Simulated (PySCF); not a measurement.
carbonyl sulfide (COS), SMILES O=C=S.

The structure is a stationary point at B3LYP-D3(BJ)/def2-TZVP.

Method: SMD-B3LYP/6-31G* run with PySCF.

Solvation free energies are E(SMD) − E(gas) at the gas-phase geometry, for 1 M in both phases. In vacuum the dipole moment is 0.40 D.

```json
[
 {"solvent": "water", "ΔG(solv) (kcal/mol)": "2.4", "its non-electrostatic (CDS) part": "3.5", "dipole (D)": "0.44"},
 {"solvent": "chloroform", "ΔG(solv) (kcal/mol)": "0.0", "its non-electrostatic (CDS) part": "0.6", "dipole (D)": "0.40"},
 {"solvent": "cyclohexanone", "ΔG(solv) (kcal/mol)": "-0.7", "its non-electrostatic (CDS) part": "-0.2", "dipole (D)": "0.40"}
]
```
